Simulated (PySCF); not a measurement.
**Broadened absorption spectrum of 1,3,4-thiadiazole**

1,3,4-thiadiazole, C2H2N2S.
InChI=1S/C2H2N2S/c1-3-4-2-5-1/h1-2H

Level of theory: TDDFT CAM-B3LYP/aug-cc-pVTZ, vertical, gas phase, core orbitals frozen in the response (PySCF). Isolated species at its PBE0-D3(BJ)/def2-TZVP geometry, gas phase.

Computed states:

```
state  E (eV)       f
   S1    5.05  0.0000
   S2    6.05  0.0033
   S3    6.35   0.021
   S4    6.38   0.066
   S5    6.48  0.0031
   S6    6.84  0.0000
   S7    6.99  0.0009
   S8    7.06   0.016
   S9    7.20   0.019
  S10    7.46  0.0000
```

Broadening: Gaussians 0.5 eV wide at half height, area fixed by f = 4.319×10⁻⁹ ∫ε dν̃. The width is an assumption, not a result. The curve ends short of the highest state used, and states not computed would add to its high-energy end.

Q: Give the broadened spectrum and its maxima.

A: 
```
λ (nm)  ε (L mol⁻¹ cm⁻¹)
 180.7              1249
 182.7              1312
 184.6              1664
 186.6              2335
 188.5              3152
 190.5              4010
 192.4              4623
 194.4              4896
 196.3              4753
 198.3              4239
 200.2              3533
 202.2              2720
 204.2              1963
 206.1              1368
 208.1               892
 210.0               574
 212.0               350
 213.9               214
 215.9               126
 217.8                74
 219.8                42
 221.7                24
 223.7                13
 225.6                 7
 227.6                 4
 229.5                 2
 231.5                 1
 233.4                 0
 235.4                 0
 237.3                 0
 239.3                 0
 241.2                 0
 243.2                 0
 245.1                 0
 247.1                 0
 249.0                 0
 251.0                 0
 252.9                 0
 254.9                 0
 256.8                 0
 258.8                 0
 260.7                 0
 262.7                 0
 264.6                 0
 266.6                 0
 268.5                 0
 270.5                 0
 272.4                 0
 274.4                 0
 276.3                 0
 278.3                 0
 280.2                 0
 282.2                 0
 284.2                 0
 286.1                 0
 288.1                 0
```

Maxima: 195 nm (6.37 eV), ε about 4900, made up of S3 (23%) and S4 (73%) (ε in L mol⁻¹ cm⁻¹; maxima over ε = 5, shares over 10%). At its high-energy end, 6.86 eV, the curve is still rising (ε about 1200, from S4, S8 and S9).

Q: What would ε be at 6.37 eV, the highest of these maxima, with half the width (0.25 eV)?

A: About 9550 L mol⁻¹ cm⁻¹ against 4900, a factor of about 1.9; a lone state at its own centre would give exactly 2.

Q: Coming from long wavelengths, where does ε first pass 100 L mol⁻¹ cm⁻¹?

A: At about 217 nm (5.72 eV), 0.67 eV above S1.

Q: On this curve, what absorbance would a 10⁻³ mol/L sample give at 193 nm over a 1 cm path?

A: 193 nm is 6.424 eV, where ε is about 4800 L mol⁻¹ cm⁻¹, so A = ε c l ≈ 4.8 (Beer–Lambert, with the gas-phase spectrum and the assumed width).
